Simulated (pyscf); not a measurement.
This saddle point was located with ωB97X-D3(BJ)/def2-SVP in PySCF.

```xyz
8

Ge     0.5372    -0.4827     0.0777
H      0.9743     0.9465    -0.2663
H      1.7262    -1.3000     0.5975
H     -0.0279    -1.1611    -1.1951
N     -0.5724    -0.2265     1.7086
H     -0.4014     0.3185     2.9763
H     -1.4113     0.2993     1.4374
H     -0.9285    -1.1462     1.9935
```
Charge 0, spin multiplicity 2.

Surface: doublet, charge 0. Lowest wavenumbers (cm⁻¹): 1604i, 165, 353, 454, 541.

Q: What reaction is this the transition state of?

A: GeH₃• (SMILES [GeH3]) + NH₃ (SMILES N) <-> H₂N–GeH₃ (SMILES [NH2][GeH3]) + H• (SMILES [H]), a substitution at N read from left to right: H–N broken and Ge–N formed. At CCSD(T)/def2-TZVPP + ΔMP2(QZVPP) it lies +33.2 kcal/mol from the left side and +8.6 kcal/mol from the right (each side as separated species at their lowest minima found). The same reactants have a lower exit, to GeH₄ + NH₂• (barrier +28.0 kcal/mol at ωB97M-D3(BJ), against +34.6 kcal/mol here). One saddle was located; it need not be the lowest between these sides. The angle at the attacked N is 137°. The CCSD(T) − MP2 part came from Ansatz, without density fitting, on the same reference. The frozen core leaves the outer d or s,p core shells of the metals and heavy elements correlated in the MP2 and CC values, and def2-TZVPP describes them poorly, which can shift differences by a few kcal/mol. Elements up to Kr have no core potential and no relativistic terms here.
